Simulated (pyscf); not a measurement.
This saddle point was located with ωB97X-D3(BJ)/def2-SVP in PySCF.

```xyz
7

O      0.6870     0.8776     0.0829
Ga    -0.2931    -0.5061    -0.4215
Cl    -2.3387    -0.5016     0.6960
Cl    -0.5086    -1.1739    -2.4320
H      1.1116     1.3546    -0.6390
Cl     0.0318    -2.2902     1.0429
H     -1.3780    -1.6299     1.2119
```
Charge 0, spin multiplicity 1.

Surface: singlet, charge 0. Lowest wavenumbers (cm⁻¹): 708i, 67, 116, 142, 158.

**Question.** What reaction is this the transition state of?

**Answer.** `[OH][Ga]([Cl])[Cl]` + `[ClH]` ⇌ `[OH][Ga]([Cl])[Cl]` + `[ClH]`, a four-centre exchange read from left to right: Cl–Ga, Cl–H broken and Cl–Ga, Cl–H formed. At ωB97M-D3(BJ)/def2-TZVP it lies +0.17 eV from the left side and +0.17 eV from the right (each side as separated species at their lowest minima found). On the reactant side the descent ends in an adduct with a Cl–Ga contact, 0.38 eV under the separated species and 0.41 eV under the saddle at ωB97X-D3(BJ)/def2-TZVP. On the product side the descent ends in an adduct with a Cl–Ga contact, 0.38 eV under the separated species and 0.41 eV under the saddle at ωB97X-D3(BJ)/def2-TZVP. What is counted as formed (Cl–Ga) is already present as a longer contact in the reactant adduct; forming that adduct is a step of its own. What is counted as broken (Cl–Ga) persists as a longer contact in the product adduct; parting that adduct is a step of its own. At ωB97X-D3(BJ) the barrier from the zero used here is 0.03 eV. This is the saddle that the search found; another between the same sides may lie lower. Elements up to Kr have no core potential and no relativistic terms here.
